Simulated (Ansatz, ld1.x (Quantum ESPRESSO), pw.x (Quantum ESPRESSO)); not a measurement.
tantalum: one change to the TM potential, in the atom and in the bcc crystal

ld1.x (Quantum ESPRESSO) 7.5 input, shortened:

```
&input
   title='Ta', zed=73., rel=1, dft='PBE', iswitch=3,
   config='[Xe] 4f14 5d3 6s2 6p0'
 /
 &inputp
   pseudotype=2, tm=.true., lloc=0,
   nlcc=.false.
 /
3
6P  2  1   0.00   0.00  3.40  3.40  0.0
5D  3  2   3.00   0.00  2.10  2.10  0.0
6S  1  0   2.00   0.00  2.20  2.20  0.0
 &test
   configts(1)='5d3 6s2 6p0'
 /
```

Change: wave 6s (bound): rc 2.20 bohr becomes 6s (bound): rc 3.22 bohr.

Cutoffs, loose and tight: the cutoffs (Ry, on a coarse ladder) from which the occupation-weighted sum of valence levels, in a spherical-Bessel basis at the reference potential, stays within 10 and 1 mRy of its value at 400 Ry. They do not see the model core or the augmentation charge, which bear on the density cutoff. Test errors are all-electron minus pseudo excitation energies from the reference, over the configurations 5d3 6s1 6p0; 5d3 6s0 6p0; 5d2 6s0 6p0; 5d3.5 6s1.5 6p0; 5d4 6s0 6p0; 5d3 6s1.5 6p0; 5d3 6s0 6p1; variants that change the core or the reference have their own tests.

Crystal test: bcc Ta in pw.x 7.5, no spin, 14³ k-points, Fermi–Dirac smearing 0.01 Ry, cutoffs set for each file from its atomic test. The reference is all-electron LAPW (Ansatz 0.2.0) with the same functional, mesh and smearing; V0 and B0 come from Birch–Murnaghan fits to the pressures at five volumes. Errors are pseudo minus all-electron; Δ is the rms difference of the E(V) curves that follow from these fits, minima aligned, over ±6 % about the mean V0. Mesh and smearing are coarse, so the numbers serve the comparison and aren't converged zero-temperature values; the lattice is a test structure that the element need not adopt.

All-electron: a0 = 3.321 Å (V0 = 18.31 Å³/atom), B0 = 193.2 GPa.

Task: Does the change bring the crystal closer to the all-electron result?

Result: The mean pressure error goes from +5.21 to +4.59 GPa, so the change moves the solid closer to the all-electron pressures.

```tsv
quantity	base	changed
outcome (atom)	generated	generated
cutoff, loose (atom)	30 Ry	30 Ry
cutoff, tight (atom)	35 Ry	35 Ry
bound ghosts (atom)	none	none
largest test error (meV) (atom)	+133	+108
cutoffs in pw.x (Ry)	45/180	45/180
a0 (Å)	3.350	3.346
a0 error (%)	+0.89	+0.78
B0 error (%)	-4.6	-4.1
Δ (meV/atom)	20.2	17.8
mean pressure error (GPa)	+5.21	+4.59
```

Base: The largest radius (3.40 bohr) exceeds half the bond length (2.71 bohr), so the spheres overlap, which is one possible source of error among others. This is a poor potential for the solid. Changed file: The largest radius (3.40 bohr) exceeds half the bond length (2.71 bohr), so the spheres overlap, which is one possible source of error among others. This is a poor potential for the solid. The atomic cutoffs weigh occupied waves only.
